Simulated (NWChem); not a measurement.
System: NO cation

Input file for NWChem:

```
start job
memory heap 200 mb stack 900 mb global 1100 mb
charge 1
geometry units angstroms noautoz
  N      0.000000     0.000000    -0.571443
  O      0.000000     0.000000     0.501306
end
basis spherical
  * library def2-tzvp
end
dft
  xc xpbe96 cpbe96
  iterations 150
  mulliken
end
task dft gradient
```

Output (shortened):

```
             Northwest Computational Chemistry Package (NWChem) 7.3.0
             --------------------------------------------------------

 ORDER OF PRIMARY AXIS IS BEING SET TO 4
 C4V symmetry detected

                             Geometry "geometry" -> ""
                             -------------------------

 Output coordinates in angstroms (scale by  1.889725989 to convert to a.u.)

  No.       Tag          Charge          X              Y              Z
 ---- ---------------- ---------- -------------- -------------- --------------
    1 N                    7.0000     0.00000000     0.00000000    -0.57213280
    2 O                    8.0000     0.00000000     0.00000000     0.50061620

 Effective nuclear repulsion energy (a.u.)      27.6242867101

      Symmetry information
      --------------------

 Group name             C4v
 Group number             18
 Group order               8
 No. of unique centers     2

  pbe96 is a nonlocal functional; adding pw91lda local functional.

                                 NWChem DFT Module
                                 -----------------

 Summary of "ao basis" -> "ao basis" (spherical)
 ------------------------------------------------------------------------------
       Tag                 Description            Shells   Functions and Types
 ---------------- ------------------------------  ------  ---------------------
 N                         def2-tzvp                11       31   5s3p2d1f
 O                         def2-tzvp                11       31   5s3p2d1f

      Symmetry analysis of basis
      --------------------------

        a1         22
        a2          0
        b1          6
        b2          6
        e          28

            General Information
            -------------------
          SCF calculation type: DFT
          Wavefunction type:  closed shell.
          No. of atoms     :     2
          No. of electrons :    14
           Alpha electrons :     7
            Beta electrons :     7
          Charge           :     1
          Spin multiplicity:     1
          Use of symmetry is: on ; symmetry adaption is: on
          Maximum number of iterations: 150
          AO basis - number of functions:    62
                     number of shells:    22
          Convergence on energy requested:  1.00D-06
          Convergence on density requested:  1.00D-05
          Convergence on gradient requested:  5.00D-04

              XC Information
              --------------
          PerdewBurkeErnzerhof Exchange Functional  1.000
            Perdew 1991 LDA Correlation Functional  1.000 local
           PerdewBurkeErnz. Correlation Functional  1.000 non-local

             Grid Information
             ----------------
          Grid used for XC integration:  medium
          Radial quadrature: Mura-Knowles
          Angular quadrature: Lebedev.
          Tag              B.-S. Rad. Rad. Pts. Rad. Cut. Ang. Pts.
          ---              ---------- --------- --------- ---------
          N                   0.65       49           6.0       434
          O                   0.60       49           6.0       434
          Grid pruning is: on
          Number of quadrature shells:    98
          Spatial weights used:  Erf1

      Superposition of Atomic Density Guess
      -------------------------------------

 Sum of atomic energies:        -129.09585906

 Renormalizing density from      15.00 to     14

      Non-variational initial energy
      ------------------------------

 Total energy =    -123.813170
 1-e energy   =    -215.874199
 2-e energy   =      64.436742
 HOMO         =      -1.069669
 LUMO         =      -0.599555

      Symmetry analysis of molecular orbitals - initial
      -------------------------------------------------

 !! scf_movecs_sym_adapt:   12 vectors were symmetry contaminated

  Symmetry fudging

 !! scf_movecs_sym_adapt:   12 vectors were symmetry contaminated

  Numbering of irreducible representations:

     1 a1          2 a2          3 b1          4 b2          5 e

  Orbital symmetries:

     1 a1          2 a1          3 a1          4 a1          5 e
     6 e           7 a1          8 e           9 e          10 a1
    11 a1         12 e          13 e          14 a1         15 a1
    16 e          17 e

     ---------------------------------------------
      Total Density - Mulliken Population Analysis
     ---------------------------------------------

    Atom       Charge   Shell Charges
 -----------   ------   -------------------------------------------------------
    1 N    7     5.91   0.83  1.14  0.75  0.85  0.24  1.06  0.82  0.13  0.03  0.06  0.01
    2 O    8     8.09   0.80  1.17  0.72  0.94  0.23  2.08  1.76  0.33  0.01  0.04  0.00

   convergence    iter        energy       DeltaE   RMS-Dens  Diis-err
 ---------------- ----- ----------------- --------- --------- ---------
 d= 0,ls=0.0,diis     1   -129.3625195532 -1.57D+02  1.94D-02  1.57D+00
 d= 0,ls=0.0,diis     2   -128.1979103047  1.16D+00  1.64D-02  1.37D+01
 d= 0,ls=0.0,diis     3   -129.4554433173 -1.26D+00  1.96D-03  1.42D-01
 d= 0,ls=0.0,diis     4   -129.4679955113 -1.26D-02  3.17D-04  2.51D-03
 d= 0,ls=0.0,diis     5   -129.4681754723 -1.80D-04  7.07D-05  1.25D-04
  Resetting Diis
 d= 0,ls=0.0,diis     6   -129.4681871494 -1.17D-05  9.33D-06  1.43D-06
 d= 0,ls=0.0,diis     7   -129.4681872527 -1.03D-07  5.42D-06  1.05D-07

[...]

                         DFT ENERGY GRADIENTS

    atom               coordinates                        gradient
                 x          y          z           x          y          z
   1 N       0.000000   0.000000  -1.081174    0.000000   0.000000  -0.009024
   2 O       0.000000   0.000000   0.946027    0.000000   0.000000   0.009024
```

Level: PBE/def2-TZVP. Geometry: optimised at B3LYP/6-31G* (spherical d).
